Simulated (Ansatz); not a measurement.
**Anthracene C14H10**

All values below come from PBE0-D4 in Ansatz (PAW).

Cell: relaxed with PBE-D4: a = 9.294 Å, b = 5.962 Å, c = 8.429 Å, α = 90.00°, β = 102.26°, γ = 90.00°.

- lattice energy = 106 kJ/mol

The computed numbers hold no vibrational or temperature effects.

Ansatz is an electronic-structure program.
